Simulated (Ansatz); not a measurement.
**BH4+ (singlet): wave-function methods side by side, cc-pVDZ**

Aim: climb from Hartree-Fock through coupled cluster and multireference methods for BH4+ (singlet) at one geometry and basis, and see what each rung misses.

Program: Ansatz 0.2.0, Gaussian basis. Level of theory: cc-pVDZ, core rule «outside noble gas», up to 1 orbitals frozen. These are calculated values, not measurements.

Plan: UHF; CCSD(T) on RHF; BCCD(T) on RHF; CISD; CCSDT(Q) on RHF; CASSCF and MRCISD+Q, 6 electrons in 8 orbitals; CASSCF and MRCISD+Q(relaxed), 6 electrons in 8 orbitals; CASSCF and NEVPT2, 6 electrons in 8 orbitals; Full CI.

9 further runs of the same task are left out: 3 that didn't finish, 6 set aside as unsound or not needed.

## 1. The geometry

The geometry is a PBE0/def2-TZVP stationary point (not a proven minimum).

5 atoms, charge 1, spin multiplicity 1.

Atoms are counted from 1 here; the program's logs count them from 0.

Bond lengths: B1–H2 1.210 Å, B1–H3 1.210 Å, B1–H4 1.210 Å, B1–H5 1.210 Å. Angles: H2–B1–H3 90.0°, H2–B1–H4 90.0°, H2–B1–H5 180.0°, H3–B1–H4 180.0°, H3–B1–H5 90.0°, H4–B1–H5 90.0°.

As a file:

| atom | x (Å) | y (Å) | z (Å) |
| --- | --- | --- | --- |
| B1 | 0.00000 | 0.00000 | 0.00000 |
| H2 | -0.01558 | 0.86143 | 0.84983 |
| H3 | -0.02132 | -0.84997 | 0.86117 |
| H4 | 0.02132 | 0.84997 | -0.86117 |
| H5 | 0.01558 | -0.86143 | -0.84983 |

## 2. UHF

in.yaml reads:

```yaml
crystal:
  periodic: [false, false, false]
  atoms:
    - {symbol: B, position_ang: [0.000000, 0.000000, 0.000000]}
    - {symbol: H, position_ang: [-0.015583, 0.861426, 0.849833]}
    - {symbol: H, position_ang: [-0.021323, -0.849967, 0.861171]}
    - {symbol: H, position_ang: [0.021323, 0.849967, -0.861171]}
    - {symbol: H, position_ang: [0.015583, -0.861426, -0.849833]}
basis:
  gaussian: {orbitals: cc-pVDZ}
total_charge: 1
magnetization: {spin_polarized: true, initial_magnetization: 0}
hamiltonian: {xc: hf}
output: {orbitals: {seedname: orbitals}}
```

Started as:

```bash
$ ansatz run in.yaml --threads 1 --pin off --events-out ev --progress --plain --max-ram 2176MiB
```

The runs that follow: CCSD(T) on RHF; BCCD(T) on RHF; CISD; CCSDT(Q) on RHF; CASSCF and MRCISD+Q, 6 electrons in 8 orbitals; CASSCF and MRCISD+Q(relaxed), 6 electrons in 8 orbitals; CASSCF and NEVPT2, 6 electrons in 8 orbitals; Full CI.

Q: Predict the results of all the runs planned. Wanted: FCI below the RHF energy; RMP2 from FCI; RCCSD from FCI; RCCSD(T) from FCI; RCCSDT(Q) from FCI; NEVPT2 valence from FCI; MRCISD+Q valence from FCI; MRCISD+Q(relaxed) valence from FCI; T1 diagnostic.

**Answer**, as computed:

| quantity | value |
| --- | --- |
| FCI below the RHF energy | -3.7053 eV |
| RMP2 from FCI | +801.2 meV |
| RCCSD from FCI | +93.7 meV |
| RCCSD(T) from FCI | +20.1 meV |
| RCCSDT(Q) from FCI | +1.0 meV |
| NEVPT2 valence from FCI | +405.6 meV |
| MRCISD+Q valence from FCI | -1.8 meV |
| MRCISD+Q(relaxed) valence from FCI | -18.9 meV |
| levels within 1 kcal/mol (43 meV) | RCCSD(T), BCCD(T), RCCSDT, RCCSDT(Q), MRCISD+Q valence, MRCISD+Q(relaxed) valence |
| T1 diagnostic | 0.007 |
| effectively unpaired electrons | 0.06 |

**Reading.** RCCSD(T) misses by +20.1 meV, 0.5 % of the correlation energy. MRCISD+Q(relaxed) valence falls below full CI: the +Q correction isn't variational, and the cores differ from full CI's. One determinant dominates. Of the multireference levels listed MRCISD+Q valence comes nearest in total energy (-1.8 meV), which doesn't show that its space is the better one. These misses are within one basis, not against nature.
